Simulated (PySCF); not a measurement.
Core-level binding energies of boron monofluoride

Species: boron monofluoride, BF (singlet state).
SMILES with atom numbers: `[B:1][F:2]`

Structure used (PBE0-D3(BJ)/def2-SVP), in Å, numbered top down from 1:
```xyz
2
BF angstrom
B      0.6341   -0.0074   -0.0039
F     -0.6286    0.0099   -0.0244
```

Method used: delta-SCF UKS SCAN, pcX-2 on the ionised atom, pcseg-1 elsewhere, spin-free X2C (PySCF 2.14.0). Binding energies are ΔSCF values: E(core-ionised, relaxed orbitals) − E(ground state) at a fixed geometry, referred to the vacuum level.

**Question.** What binding energy does each computed site have?

**Answer.** 
```
atom(s)  bonded to  level  binding energy (eV)  count
     F2          B   F 1s               695.90      1
     B1          F   B 1s               201.15      1
```

**Question.** Which photon energy gives electrons from F 1s of F2 (atom 2) a kinetic energy of 100 eV, and what is their de Broglie wavelength?

**Answer.** hν = 695.90 + 100 = 795.90 eV, recoil neglected; λ = 12.264 Å/√(E/eV) = 1.23 Å.

Geometry: PBE0-D3(BJ)/def2-SVP; no solvent, vibrations or thermal averaging.
